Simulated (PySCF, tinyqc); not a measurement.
Worked calculation (part 1 of 2): RKS/B3LYP (VWN-RPA form) in the sto-6g basis, for CH+, spin multiplicity 1. The lowest restricted solution is unstable here: a spin-polarised one lies 0.0049 hartree lower (PySCF). Computed by tinyqc, a small Python program that keeps every step (integrals from PySCF). Settings: charge = 1, multiplicity = 1, basis = sto-6g, energy threshold = 1e-08, iteration cap = 59, orthogonalisation = symmetric, start = highest core orbitals, DIIS depth = 6, damping = 0.3, method = RKS, functional = b3lyp, grid = [30, 86]. Command: `OMP_NUM_THREADS=1 python tinyqc.py 26228 26229 out.jsonl` (the two numbers bound the seeds that draw the settings). One thread of a shared host (Intel(R) Xeon(R) Processor @ 2.60GHz), about 0.8 s of CPU time with the checks. Later iterations appear only in the table of the cycle.

## One-electron integrals

Geometry (angstrom):
```
atom         x         y         z
C     0.000000  0.000000  0.000000
H     0.000000  0.000000  1.966000
```

Basis sto-6g: exponents (1/bohr^2) and contraction coefficients of normalised primitives:
```
element  l (shell)    exponent  coefficient
C            s (1)  742.737049     0.009164
C            s (1)  136.180025     0.049361
C            s (1)   38.098264     0.168538
C            s (1)   13.087782     0.370563
C            s (1)    5.082369     0.416492
C            s (1)    2.093200     0.130334
C            s (2)   30.497239    -0.013253
C            s (2)    6.036200    -0.046992
C            s (2)    1.876046    -0.033785
C            s (2)    0.721783     0.250242
C            s (2)    0.313471     0.595117
C            s (2)    0.143687     0.240706
C            p (3)   30.497239     0.003760
C            p (3)    6.036200     0.037679
C            p (3)    1.876046     0.173897
C            p (3)    0.721783     0.418036
C            p (3)    0.313471     0.425860
C            p (3)    0.143687     0.101708
H            s (1)   35.523221     0.009164
H            s (1)    6.513144     0.049361
H            s (1)    1.822143     0.168538
H            s (1)    0.625955     0.370563
H            s (1)    0.243077     0.416492
H            s (1)    0.100112     0.130334
```

Overlap, kinetic and nuclear-attraction integrals over the contracted functions; the nuclear repulsion is the sum of Za Zb / Rab.

nuclear repulsion = 1.61498640 hartree

overlap S:
```
           1C 1s     1C 2s    1C 2px    1C 2py    1C 2pz     2H 1s
1C 1s   1.000000  0.243228  0.000000  0.000000  0.000000  0.008586
1C 2s   0.243228  1.000000  0.000000  0.000000  0.000000  0.139154
1C 2px  0.000000  0.000000  1.000000  0.000000  0.000000  0.000000
1C 2py  0.000000  0.000000  0.000000  1.000000  0.000000  0.000000
1C 2pz  0.000000  0.000000  0.000000  0.000000  1.000000  0.165126
2H 1s   0.008586  0.139154  0.000000  0.000000  0.165126  1.000000
```

kinetic energy T (hartree):
```
            1C 1s      1C 2s    1C 2px    1C 2py    1C 2pz      2H 1s
1C 1s   16.068641  -0.492789  0.000000  0.000000  0.000000  -0.003626
1C 2s   -0.492789   0.492405  0.000000  0.000000  0.000000  -0.013035
1C 2px   0.000000   0.000000  1.479234  0.000000  0.000000   0.000000
1C 2py   0.000000   0.000000  0.000000  1.479234  0.000000   0.000000
1C 2pz   0.000000   0.000000  0.000000  0.000000  1.479234   0.006980
2H 1s   -0.003626  -0.013035  0.000000  0.000000  0.006980   0.768522
```

nuclear attraction V (hartree):
```
             1C 1s      1C 2s     1C 2px     1C 2py     1C 2pz      2H 1s
1C 1s   -34.277126  -3.683892   0.000000   0.000000  -0.005495  -0.144983
1C 2s    -3.683892  -5.429255   0.000000   0.000000  -0.060613  -0.504453
1C 2px    0.000000   0.000000  -5.419248   0.000000   0.000000   0.000000
1C 2py    0.000000   0.000000   0.000000  -5.419248   0.000000   0.000000
1C 2pz   -0.005495  -0.060613   0.000000   0.000000  -5.448583  -0.546206
2H 1s    -0.144983  -0.504453   0.000000   0.000000  -0.546206  -2.853646
```

core Hamiltonian H = T + V (hartree):
```
             1C 1s      1C 2s     1C 2px     1C 2py     1C 2pz      2H 1s
1C 1s   -18.208485  -4.176681   0.000000   0.000000  -0.005495  -0.148609
1C 2s    -4.176681  -4.936849   0.000000   0.000000  -0.060613  -0.517487
1C 2px    0.000000   0.000000  -3.940014   0.000000   0.000000   0.000000
1C 2py    0.000000   0.000000   0.000000  -3.940014   0.000000   0.000000
1C 2pz   -0.005495  -0.060613   0.000000   0.000000  -3.969349  -0.539226
2H 1s    -0.148609  -0.517487   0.000000   0.000000  -0.539226  -2.085124
```

## Two-electron integrals

Functions are numbered as in S; the eight-fold symmetry (ij|kl) = (ji|kl) = (kl|ij) leaves the list below.

Two-electron integrals (ij|kl) in chemists' order, unique and non-zero (hartree):
```
(11|11) 3.543743   (21|11) 0.529462   (21|21) 0.100317   (22|11) 0.853596
(22|21) 0.199930   (22|22) 0.624844   (31|31) 0.021271   (32|31) 0.031868
(32|32) 0.138108   (33|11) 0.853598   (33|21) 0.199930   (33|22) 0.624843
(33|33) 0.673218   (41|41) 0.021271   (42|41) 0.031868   (42|42) 0.138108
(43|43) 0.036281   (44|11) 0.853598   (44|21) 0.199930   (44|22) 0.624843
(44|33) 0.600655   (44|44) 0.673218   (51|51) 0.021271   (52|51) 0.031868
(52|52) 0.138108   (53|53) 0.036281   (54|54) 0.036281   (55|11) 0.853598
(55|21) 0.199930   (55|22) 0.624843   (55|33) 0.600655   (55|44) 0.600655
(55|55) 0.673218   (61|11) 0.019459   (61|21) 0.003562   (61|22) 0.007026
(61|33) 0.007001   (61|44) 0.007001   (61|51) 0.000237   (61|52) 0.000467
(61|55) 0.007076   (61|61) 0.000130   (62|11) 0.071185   (62|21) 0.017055
(62|22) 0.062089   (62|33) 0.060512   (62|44) 0.060512   (62|51) 0.001674
(62|52) 0.012957   (62|55) 0.065243   (62|61) 0.000630   (62|62) 0.010142
(63|31) 0.001440   (63|32) 0.008288   (63|53) 0.002267   (63|63) 0.000932
(64|41) 0.001440   (64|42) 0.008288   (64|54) 0.002267   (64|64) 0.000932
(65|11) 0.072993   (65|21) 0.017664   (65|22) 0.067515   (65|33) 0.064587
(65|44) 0.064587   (65|51) 0.002833   (65|52) 0.020522   (65|55) 0.073371
(65|61) 0.000672   (65|62) 0.012929   (65|65) 0.017105   (66|11) 0.269002
(66|21) 0.065418   (66|22) 0.267911   (66|33) 0.258933   (66|44) 0.258933
(66|51) 0.005457   (66|52) 0.058889   (66|55) 0.285867   (66|61) 0.002410
(66|62) 0.065311   (66|65) 0.090183   (66|66) 0.774999
```

## Orthogonalisation

S = U s U^T; symmetric (Loewdin) form X = U s^(-1/2) U^T, so that X^T S X = 1.

eigenvalues of S: 0.708692  0.859796  1.000000  1.000000  1.131762  1.299750

X:
```
            1C 1s      1C 2s    1C 2px    1C 2py     1C 2pz      2H 1s
1C 1s    1.023375  -0.127491  0.000000  0.000000  -0.001328   0.009149
1C 2s   -0.127491   1.031209  0.000000  0.000000   0.009214  -0.073661
1C 2px   0.000000   0.000000  1.000000  0.000000   0.000000   0.000000
1C 2py   0.000000   0.000000  0.000000  1.000000   0.000000   0.000000
1C 2pz  -0.001328   0.009214  0.000000  0.000000   1.010591  -0.085089
2H 1s    0.009149  -0.073661  0.000000  0.000000  -0.085089   1.018287
```

## Starting guess

The start is the highest orbitals of the core Hamiltonian (a deliberately bad start); D = 2 C_occ C_occ^T.

D at the start:
```
            1C 1s      1C 2s    1C 2px    1C 2py     1C 2pz      2H 1s
1C 1s    0.000395  -0.002754  0.000000  0.000000  -0.002922   0.028706
1C 2s   -0.002754   0.019194  0.000000  0.000000   0.020364  -0.200072
1C 2px   0.000000   0.000000  2.000000  0.000000   0.000000   0.000000
1C 2py   0.000000   0.000000  0.000000  2.000000   0.000000   0.000000
1C 2pz  -0.002922   0.020364  0.000000  0.000000   0.021604  -0.212259
2H 1s    0.028706  -0.200072  0.000000  0.000000  -0.212259   2.085434
```

## Iteration 1: exchange-correlation on the grid

Becke grid with 30 radial and 86 angular points per atom, points of zero weight dropped. rho = sum D_ij phi_i phi_j; V_xc,ij = sum w v_xc phi_i phi_j plus the gradient terms; v_xc is d(rho eps)/d rho at fixed gradient. Exact exchange is left to K.

The 8 grid points with the largest w rho, of 5160 (bohr, atomic units):
```
x                  y         z         w       rho  |grad rho|^2     eps_xc       v_xc
-1.373095  -0.554140  0.000000  0.091501  0.128859      0.072019  -0.362339  -0.431605
-1.373095   0.554140  0.000000  0.091501  0.128859      0.072019  -0.362339  -0.431605
-0.554140   1.373095  0.000000  0.091501  0.128859      0.072019  -0.362339  -0.431605
-0.554140  -1.373095  0.000000  0.091501  0.128859      0.072019  -0.362339  -0.431605
0.554140   -1.373095  0.000000  0.091501  0.128859      0.072019  -0.362339  -0.431605
0.554140    1.373095  0.000000  0.091501  0.128859      0.072019  -0.362339  -0.431605
1.373095    0.554140  0.000000  0.091501  0.128859      0.072019  -0.362339  -0.431605
1.373095   -0.554140  0.000000  0.091501  0.128859      0.072019  -0.362339  -0.431605
```

electrons on the grid, sum of w rho = 6.000067

E_xc = sum of w rho eps_xc = -2.07323324 hartree

V_xc (hartree):
```
            1C 1s      1C 2s     1C 2px     1C 2py     1C 2pz      2H 1s
1C 1s   -0.775821  -0.140234   0.000000   0.000000  -0.005570  -0.005056
1C 2s   -0.140234  -0.411030   0.000000   0.000000  -0.004651  -0.042954
1C 2px   0.000000   0.000000  -0.446890   0.000000   0.000000   0.000000
1C 2py   0.000000   0.000000   0.000000  -0.446890   0.000000   0.000000
1C 2pz  -0.005570  -0.004651   0.000000   0.000000  -0.339301  -0.048697
2H 1s   -0.005056  -0.042954   0.000000   0.000000  -0.048697  -0.428418
```

## Iteration 1: building the Kohn-Sham matrix

J_ij = sum D_kl (ij|kl), K_ij = sum D_kl (ik|jl); F = H + J - 0.1 K + V_xc; E = tr D H + tr D J / 2 - 0.05 tr D K + E_xc + E_nn.

Coulomb J (hartree):
```
           1C 1s     1C 2s    1C 2px    1C 2py    1C 2pz     2H 1s
1C 1s   3.950332  0.929842  0.000000  0.000000  0.010694  0.032793
1C 2s   0.929842  3.029710  0.000000  0.000000  0.114377  0.371795
1C 2px  0.000000  0.000000  3.060710  0.000000  0.000000  0.000000
1C 2py  0.000000  0.000000  0.000000  3.060710  0.000000  0.000000
1C 2pz  0.010694  0.114377  0.000000  0.000000  2.967703  0.437654
2H 1s   0.032793  0.371795  0.000000  0.000000  0.437654  2.601091
```

exchange K (hartree):
```
            1C 1s     1C 2s    1C 2px    1C 2py     1C 2pz     2H 1s
1C 1s    0.085816  0.127767  0.000000  0.000000  -0.000063  0.004367
1C 2s    0.127767  0.558132  0.000000  0.000000   0.008072  0.103531
1C 2px   0.000000  0.000000  1.420013  0.000000   0.000000  0.000000
1C 2py   0.000000  0.000000  0.000000  1.420013   0.000000  0.000000
1C 2pz  -0.000063  0.008072  0.000000  0.000000   0.158628  0.122184
2H 1s    0.004367  0.103531  0.000000  0.000000   0.122184  1.556738
```

Kohn-Sham matrix F (hartree):
```
             1C 1s      1C 2s     1C 2px     1C 2py     1C 2pz      2H 1s
1C 1s   -15.042556  -3.399849   0.000000   0.000000  -0.000364  -0.121309
1C 2s    -3.399849  -2.373983   0.000000   0.000000   0.048306  -0.199000
1C 2px    0.000000   0.000000  -1.468196   0.000000   0.000000   0.000000
1C 2py    0.000000   0.000000   0.000000  -1.468196   0.000000   0.000000
1C 2pz   -0.000364   0.048306   0.000000   0.000000  -1.356810  -0.162488
2H 1s    -0.121309  -0.199000   0.000000   0.000000  -0.162488  -0.068125
```

total energy of this density = -12.01981435 hartree

This density is the starting one.

## Iteration 1: diagonalisation and new density

Diagonalise F' = X^T F X, C = X C', fill 3 alpha and 3 beta electrons from the bottom; D = 2 C_occ C_occ^T; the new density keeps 0.3 of the old one (damping). Each column has its largest component positive (the first on a tie).

F' = X^T F X (hartree):
```
            1          2          3          4          5          6
1  -14.907238  -1.362991   0.000000   0.000000  -0.007267  -0.003208
2   -1.362991  -1.846412   0.000000   0.000000   0.049367  -0.060987
3    0.000000   0.000000  -1.468196   0.000000   0.000000   0.000000
4    0.000000   0.000000   0.000000  -1.468196   0.000000   0.000000
5   -0.007267   0.049367   0.000000   0.000000  -1.357210  -0.051131
6   -0.003208  -0.060987   0.000000   0.000000  -0.051131  -0.033664
```

orbital energies (hartree): MO1 -15.047966, MO2 -1.714341, MO3 -1.468196, MO4 -1.468196, MO5 -1.352843, MO6 -0.029375

coefficients C:
```
              MO1        MO2        MO3       MO4        MO5        MO6
1C 1s    1.004876  -0.229252   0.000000  0.000000  -0.031780   0.017172
1C 2s   -0.020956   1.025443   0.000000  0.000000   0.143301  -0.112472
1C 2px   0.000000   0.000000   0.974510  0.224345   0.000000   0.000000
1C 2py   0.000000   0.000000  -0.224345  0.974510   0.000000   0.000000
1C 2pz  -0.000266  -0.128641   0.000000  0.000000   0.998150  -0.125573
2H 1s    0.002163  -0.030061   0.000000  0.000000  -0.048832   1.022920
```

D after iteration 1:
```
            1C 1s      1C 2s     1C 2px     1C 2py     1C 2pz      2H 1s
1C 1s    1.487383  -0.359426   0.000000   0.000000   0.040036   0.021303
1C 2s   -0.359426   1.478520   0.000000   0.000000  -0.178562  -0.103241
1C 2px   0.000000   0.000000   1.929537  -0.306077   0.000000   0.000000
1C 2py   0.000000   0.000000  -0.306077   0.670463   0.000000   0.000000
1C 2pz   0.040036  -0.178562   0.000000   0.000000   0.029649  -0.058265
2H 1s    0.021303  -0.103241   0.000000   0.000000  -0.058265   0.626902
```

Within a degenerate level the vectors are fixed only up to a rotation; this is one choice.

## Iteration 2: exchange-correlation on the grid

As before.

The 8 grid points with the largest w rho, of 5160 (bohr, atomic units):
```
x                  y         z         w       rho  |grad rho|^2     eps_xc       v_xc
1.373095   -0.554140  0.000000  0.091501  0.157975      0.108230  -0.383933  -0.460521
-1.373095   0.554140  0.000000  0.091501  0.157975      0.108230  -0.383933  -0.460521
1.129549   -0.455852  0.000000  0.053887  0.263457      0.225357  -0.440710  -0.545237
-1.129549   0.455852  0.000000  0.053887  0.263457      0.225357  -0.440710  -0.545237
1.480696    0.000000  0.000000  0.089423  0.155651      0.105431  -0.382371  -0.458324
-1.480696   0.000000  0.000000  0.089423  0.155651      0.105431  -0.382371  -0.458324
1.218065    0.000000  0.000000  0.052663  0.259571      0.220199  -0.438872  -0.542582
-1.218065   0.000000  0.000000  0.052663  0.259571      0.220199  -0.438872  -0.542582
```

electrons on the grid, sum of w rho = 6.000022

E_xc = sum of w rho eps_xc = -3.43605590 hartree

V_xc (hartree):
```
            1C 1s      1C 2s     1C 2px     1C 2py     1C 2pz      2H 1s
1C 1s   -1.690501  -0.218583   0.000000   0.000000   0.002205  -0.008238
1C 2s   -0.218583  -0.425187   0.000000   0.000000   0.014762  -0.038122
1C 2px   0.000000   0.000000  -0.471769   0.012582   0.000000   0.000000
1C 2py   0.000000   0.000000   0.012582  -0.420109   0.000000   0.000000
1C 2pz   0.002205   0.014762   0.000000   0.000000  -0.383703  -0.040374
2H 1s   -0.008238  -0.038122   0.000000   0.000000  -0.040374  -0.307851
```

## Iteration 2: building the Kohn-Sham matrix

As before.

Coulomb J (hartree):
```
            1C 1s      1C 2s     1C 2px     1C 2py     1C 2pz     2H 1s
1C 1s    8.543283   1.572330   0.000000   0.000000  -0.006923  0.056343
1C 2s    1.572330   3.840432   0.000000   0.000000  -0.014899  0.377563
1C 2px   0.000000   0.000000   3.911877  -0.022210   0.000000  0.000000
1C 2py   0.000000   0.000000  -0.022210   3.820515   0.000000  0.000000
1C 2pz  -0.006923  -0.014899   0.000000   0.000000   3.788904  0.410593
2H 1s    0.056343   0.377563   0.000000   0.000000   0.410593  1.872259
```

exchange K (hartree):
```
            1C 1s      1C 2s     1C 2px     1C 2py     1C 2pz     2H 1s
1C 1s    5.094703   0.823430   0.000000   0.000000  -0.006832  0.030669
1C 2s    0.823430   1.285263   0.000000   0.000000  -0.131742  0.106416
1C 2px   0.000000   0.000000   1.535995  -0.194951   0.000000  0.000000
1C 2py   0.000000   0.000000  -0.194951   0.734044   0.000000  0.000000
1C 2pz  -0.006832  -0.131742   0.000000   0.000000   0.325274  0.043491
2H 1s    0.030669   0.106416   0.000000   0.000000   0.043491  0.475058
```

Kohn-Sham matrix F (hartree):
```
             1C 1s      1C 2s     1C 2px     1C 2py     1C 2pz      2H 1s
1C 1s   -11.865174  -2.905277   0.000000   0.000000  -0.009529  -0.103571
1C 2s    -2.905277  -1.650131   0.000000   0.000000  -0.047576  -0.188688
1C 2px    0.000000   0.000000  -0.653505   0.009867   0.000000   0.000000
1C 2py    0.000000   0.000000   0.009867  -0.613013   0.000000   0.000000
1C 2pz   -0.009529  -0.047576   0.000000   0.000000  -0.596676  -0.173356
2H 1s    -0.103571  -0.188688   0.000000   0.000000  -0.173356  -0.568223
```

total energy of this density = -31.05185750 hartree

This density is a damped mixture and is not idempotent.

## Iteration 2: DIIS over 2 matrices

error matrix X^T (FDS - SDF) X:
```
           1          2         3          4         5          6
1   0.000000   0.008264  0.000000   0.000000  0.042935  -0.016641
2  -0.008264   0.000000  0.000000   0.000000  0.136450   0.015227
3   0.000000   0.000000  0.000000  -0.000030  0.000000   0.000000
4   0.000000   0.000000  0.000030   0.000000  0.000000   0.000000
5  -0.042935  -0.136450  0.000000   0.000000  0.000000  -0.055720
6   0.016641  -0.015227  0.000000   0.000000  0.055720   0.000000
```

B (overlaps of the stored error matrices):
```
               1              2
1  1.0154800e-02  4.6768994e-03
2  4.6768994e-03  4.8287871e-02
```

Minimise |sum c_i e_i|^2 with sum c_i = 1: solve [B -1; -1 0][c; lambda] = [0; -1] with B_ij = tr e_i^T e_j, and take F = sum c_i F_i.

DIIS coefficients: 0.888409  0.111591

extrapolated F (hartree):
```
             1C 1s      1C 2s     1C 2px     1C 2py     1C 2pz      2H 1s
1C 1s   -14.687987  -3.344659   0.000000   0.000000  -0.001387  -0.119329
1C 2s    -3.344659  -2.293207   0.000000   0.000000   0.037606  -0.197849
1C 2px    0.000000   0.000000  -1.377283   0.001101   0.000000   0.000000
1C 2py    0.000000   0.000000   0.001101  -1.372764   0.000000   0.000000
1C 2pz   -0.001387   0.037606   0.000000   0.000000  -1.271986  -0.163701
2H 1s    -0.119329  -0.197849   0.000000   0.000000  -0.163701  -0.123932
```

## Iteration 2: diagonalisation and new density

As before.

F' = X^T F X (hartree):
```
            1          2          3          4          5          6
1  -14.548959  -1.360808   0.000000   0.000000  -0.007234  -0.001978
2   -1.360808  -1.769897   0.000000   0.000000   0.039486  -0.060505
3    0.000000   0.000000  -1.377283   0.001101   0.000000   0.000000
4    0.000000   0.000000   0.001101  -1.372764   0.000000   0.000000
5   -0.007234   0.039486   0.000000   0.000000  -1.270967  -0.054087
6   -0.001978  -0.060505   0.000000   0.000000  -0.054087  -0.090581
```

orbital energies (hartree): MO1 -14.692266, MO2 -1.632921, MO3 -1.377537, MO4 -1.372510, MO5 -1.269588, MO6 -0.085628

coefficients C:
```
              MO1        MO2        MO3       MO4        MO5        MO6
1C 1s    1.004400  -0.232075   0.000000  0.000000  -0.025175   0.018006
1C 2s   -0.018832   1.029003   0.000000  0.000000   0.112259  -0.115559
1C 2px   0.000000   0.000000   0.974405  0.224801   0.000000   0.000000
1C 2py   0.000000   0.000000  -0.224801  0.974405   0.000000   0.000000
1C 2pz  -0.000171  -0.099521   0.000000  0.000000   1.000555  -0.132690
2H 1s    0.001944  -0.029243   0.000000  0.000000  -0.040430   1.023311
```

D after iteration 2:
```
            1C 1s      1C 2s     1C 2px     1C 2py     1C 2pz      2H 1s
1C 1s    1.933965  -0.468637   0.000000   0.000000   0.044105   0.018626
1C 2s   -0.468637   1.926439   0.000000   0.000000  -0.196934  -0.073152
1C 2px   0.000000   0.000000   1.908112  -0.398488   0.000000   0.000000
1C 2py   0.000000   0.000000  -0.398488   0.271888   0.000000   0.000000
1C 2pz   0.044105  -0.196934   0.000000   0.000000   0.022761  -0.013405
2H 1s    0.018626  -0.073152   0.000000   0.000000  -0.013405   0.189273
```
